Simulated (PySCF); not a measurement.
Species: C4H4F2.
SMILES: `F/C=C1\C[C@@H]1F`

Method: EOM-IP-CCSD/aug-cc-pVDZ in PySCF, restricted Hartree–Fock reference, 6 core orbitals frozen, non-relativistic, gas phase, PBE0-D3(BJ)/def2-SVP geometry.

Hartree–Fock orbital energies give these Koopmans values (eV): HOMO 10.40, HOMO-1 12.45, HOMO-2 12.63, HOMO-3 15.72, HOMO-4 16.30, HOMO-5 17.22, HOMO-6 18.63, HOMO-7 19.07.

What vertical ionisation energies does EOM-IP-CCSD give?

```
leading hole (HF orbital)  Koopmans (eV)  EOM-IP-CCSD (eV)  change (eV)  one-hole share
                     HOMO          10.40             10.09        -0.31            0.96
                   HOMO-1          12.45             11.21        -1.24            0.96
                   HOMO-2          12.63             11.55        -1.08            0.96
                   HOMO-3          15.72             13.95        -1.77            0.95
                   HOMO-4          16.30             14.61        -1.69            0.95
                   HOMO-5          17.22             14.92        -2.30            0.94
                   HOMO-6          18.63             16.02        -2.61            0.94
                   HOMO-7          19.07             16.37        -2.70            0.93
```

Does the order of the lines follow the orbital energies?

Yes, no two lines change places. The corrections run from -2.70 to -0.31 eV, with a mean of -1.71 eV over the 8 lines; no line lies above its Koopmans value. Koopmans values leave out both the relaxation of the orbitals and the change in correlation energy.

At what kinetic energies would He I light (21.22 eV) eject these electrons?

11.13 eV (HOMO), 10.01 eV (HOMO-1), 9.67 eV (HOMO-2), 7.27 eV (HOMO-3), 6.61 eV (HOMO-4), 6.30 eV (HOMO-5), 5.20 eV (HOMO-6), 4.85 eV (HOMO-7).

What total energy has the lowest final state, and which wavelength reaches it?

E(CCSD) + ionisation energy = -353.60748 + 0.37083 = -353.23665 Eh, at the geometry of the initial state. The threshold wavelength is 1239.84 eV nm/10.09 eV = 122.9 nm.

One root was sought for each valence orbital with −ε under 21 eV, eight at most, so deeper holes and satellites are missing; no vibrational structure.
